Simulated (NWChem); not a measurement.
System meant: SiH2 cation, doublet

Here is an NWChem input.

```
start job
memory heap 200 mb stack 900 mb global 1100 mb
charge 1
geometry units angstroms noautoz
  Si     0.000000     0.000000     0.183143
  H      1.287753     0.000000    -0.572673
  H     -1.287753     0.000000    -0.572673
end
basis spherical
  * library def2-svp
end
dft
  odft
  mult 2
  xc pbe0
  iterations 4
  mulliken
end
task dft energy
```

End of the output:

```
     --------------------------
     Expectation value of S2:
     --------------------------
      <S2> =      0.7517 (Exact =     0.7500)

 center of mass
 --------------
 x =   0.00000000 y =   0.00000000 z =   0.08254780

 moments of inertia (a.u.)
 ------------------
           3.835581253891           0.000000000000           0.000000000000
           0.000000000000          15.772106887790           0.000000000000
           0.000000000000           0.000000000000          11.936525633899

     Multipole analysis of the density
     ---------------------------------

     L   x y z        total         alpha         beta         nuclear
     -   - - -        -----         -----         ----         -------
     0   0 0 0      1.000000     -8.000000     -7.000000     16.000000

     1   1 0 0      0.000000      0.000000      0.000000      0.000000
     1   0 1 0     -0.000000     -0.000000     -0.000000      0.000000
     1   0 0 1     -0.012404     -0.397208      0.384804      0.000000

     2   2 0 0     -7.537383    -10.758595     -8.622636     11.843848
     2   1 1 0     -0.000000     -0.000000     -0.000000      0.000000
     2   1 0 1      0.000000     -0.000000      0.000000      0.000000
     2   0 2 0     -6.623846     -3.983006     -2.640840      0.000000
     2   0 1 1      0.000000      0.000000      0.000000      0.000000
     2   0 0 2     -8.264085     -7.954012     -3.880070      3.569997

 ------------------------------------------------------------------------
 dft energy failed                                                                                  0
 ------------------------------------------------------------------------
 ------------------------------------------------------------------------
  current input line :
    19: task dft energy
 ------------------------------------------------------------------------
 ------------------------------------------------------------------------
 This type of error is most commonly associated with calculations not reaching convergence criteria
 ------------------------------------------------------------------------
 For more information see the NWChem manual at https://nwchemgit.github.io

0:dft energy failed:Received an Error in Communication
```

Find the fault in this run and fix the input.

Convergence was not reached. Cause: the SCF was allowed too few iterations. This input runs:
```
start job
memory heap 200 mb stack 900 mb global 1100 mb
charge 1
geometry units angstroms noautoz
  Si     0.000000     0.000000     0.183143
  H      1.287753     0.000000    -0.572673
  H     -1.287753     0.000000    -0.572673
end
basis spherical
  * library def2-svp
end
dft
  odft
  mult 2
  xc pbe0
  iterations 150
  mulliken
end
task dft energy
```
It converges to -290.05745 Ha (PBE0/def2-SVP, spin-unrestricted).
